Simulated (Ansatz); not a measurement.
H2S3, relaxed as a singlet with RKS r2SCAN-D4/def2-TZVP in Ansatz, starting from the GFN2-xTB geometry. Force threshold 0.02 eV/Å.

Start:

```xyz
5

S     1.017    0.835    1.033
S     0.501   -0.876    0.028
S    -1.208   -0.498   -1.042
H     0.324    0.614    2.155
H    -0.634   -0.074   -2.175
```

Q: Estimate the energy that the relaxation releases and the steps that it takes.

A: 0.01 eV, in 5 steps; 11 s on 4 threads of Intel Xeon on a shared host. No frequencies were taken in this run, so the end may be a saddle point.

Q: Does the start keep its bonding and symmetry?

A: By distances, no bond broke or formed. The bond that changes most is S1–H4, from 1.34 to 1.35 Å (atoms count from 1). Point group C2 at the start, C2 at the end, both within 0.05 Å.

Q: Predict the relaxed structure.

A: 
```csv
atom,x (Å),y (Å),z (Å)
S1,1.045,0.815,1.029
S2,0.514,-0.902,0.029
S3,-1.205,-0.534,-1.038
H4,0.290,0.645,2.134
H5,-0.643,-0.025,-2.153
```
Bond lengths: 2 × S–S 2.06 Å; 2 × H–S 1.35 Å.
